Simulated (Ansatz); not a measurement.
**Relative energies of C5H10 isomers**

2 of its isomers, all singlets with charge 0: A = 1,1-dimethylcyclopropane `CC1(C)CC1`; B = `C/C=C\CC`.

Shapes, held fixed at every level: PBE0-D4/def2-TZVP. Flexible molecules stand in one conformer, not always the lowest. Programs: Ansatz 0.2.0.

Electronic energies in kJ/mol, without zero-point or thermal terms.

Question: Which isomer should be the most stable, and roughly by how much?

Answer: B < A in rising energy, over a span of 17 kJ/mol, by CCSD(T)/CBS estimate. All levels agree on that. The B − A difference spans -31.2 to -5.6 kJ/mol over the levels. The CBS estimate extrapolates MP2 from def2-TZVPP and def2-QZVPP and adds CCSD(T) − MP2 in the triple-zeta set, cores frozen.

```tsv
level	kind	B − A
HF/def2-TZVPP	Hartree–Fock	-31.2
r2SCAN-D4/def2-TZVPP	meta-GGA	-10.8
BHLYP-D4/def2-TZVPP	global hybrid	-21.8
PBE0-D4/def2-TZVPP	global hybrid	-5.6
wB97M-V/def2-TZVPP	range-separated hybrid	-10.5
CCSD(T)/def2-SVP	coupled cluster or CI	-9.2
CCSD/def2-TZVPP	coupled cluster or CI	-15.6
CCSD(T)/CBS estimate	coupled cluster or CI	-17.3
```
